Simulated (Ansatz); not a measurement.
SiH4 (SMILES [SiH4]) moved off its minimum; all values from Ansatz (a first-principles code), cores frozen in correlated methods.
(charge 0, multiplicity 1)
```xyz
5

Si     0.01578    -0.05376     0.06182
H     -0.22769     1.13514    -0.84889
H     -0.95914     0.13383     1.18003
H      1.56242    -0.20877     0.31527
H     -0.49136    -1.11838    -0.76021
```

Question: Give the forces (eV/Å), the total energy and the dipole at CCSD(T)/aug-cc-pV(T+d)Z.

Answer: 
```csv
atom,Fx,Fy,Fz
Si1,0.638,1.210,-0.445
H2,0.357,-0.232,0.463
H3,0.601,-0.144,0.160
H4,-1.516,0.116,0.101
H5,-0.081,-0.950,-0.279
```
Energy -291.4340 hartree, dipole 0.43 D.
